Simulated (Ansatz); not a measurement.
`CSP` and `[Li][S]C` differ in one atom or group.

Ansatz, PBE0-D4/def2-TZVP geometries, multiplicity 1. Each molecule was computed in one conformer, which needn't be the lowest.

```tsv
property	`CSP`
zero-point energy (PBE0-D4/def2-TZVP) / kJ/mol	148.6
size of the dipole moment (B3LYP/def2-TZVPP) / D	0.79
HOMO energy (B3LYP/def2-TZVPP) / eV	-6.60
HOMO energy (PBE/def2-TZVPP) / eV	-5.62
size of the dipole moment (ωB97M-V/def2-TZVPP) / D	0.80
HOMO energy (PBE0/def2-TZVPP) / eV	-6.84
```

Give the same properties after the change, and the shifts. (An estimate is asked.)

The calculation gave: 
| property | `[Li][S]C` | shift |
| --- | --- | --- |
| zero-point energy (PBE0-D4/def2-TZVP) / kJ/mol | 101.5 | -47.1 |
| size of the dipole moment (B3LYP/def2-TZVPP) / D | 6.43 | 5.64 |
| HOMO energy (B3LYP/def2-TZVPP) / eV | -4.91 | 1.69 |
| HOMO energy (PBE/def2-TZVPP) / eV | -4.02 | 1.60 |
| size of the dipole moment (ωB97M-V/def2-TZVPP) / D | 6.55 | 5.75 |
| HOMO energy (PBE0/def2-TZVPP) / eV | -5.11 | 1.73 |

With PBE0 the HOMO rises by 1.73 eV and the LUMO falls by 1.10 eV, so the gap narrows by about 2.83 eV. PBE moves the HOMO by 1.60 eV and ωB97M-V by 1.75 eV. The zero-point energy changes by -47.1 kJ/mol with -6 modes. Dipoles are sizes alone; their direction can turn.

B3LYP here is the variant with VWN-RPA as its local correlation; programs differ in this.
